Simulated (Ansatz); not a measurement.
Base system: InP in the zinc blende structure (space group F-43m, No. 216; a = 5.878 Å).

Method: PBEsol/PAW in Ansatz (a program for electronic structure), scalar-relativistic without spin-orbit coupling.

Modification: As takes the place of P on all its sites; the structure is relaxed again.

Measured lattice parameter a: InP 5.858 Å (static lattice; corrected from measurement; as listed in Daniel Mejia-Rodriguez, S. B. Trickey, Phys. Rev. B (2018)); InAs 6.047 Å (static lattice; corrected from measurement; as listed in Daniel Mejia-Rodriguez, S. B. Trickey, Phys. Rev. B (2018)).

Q: How well does PBEsol reproduce the measured shift?

A: With PBEsol the lattice parameter a moves by +0.209 Å (5.878 → 6.087) against +0.189 Å measured.

Whether these cells are dynamically stable was not tested. All final runs are without spin polarisation.
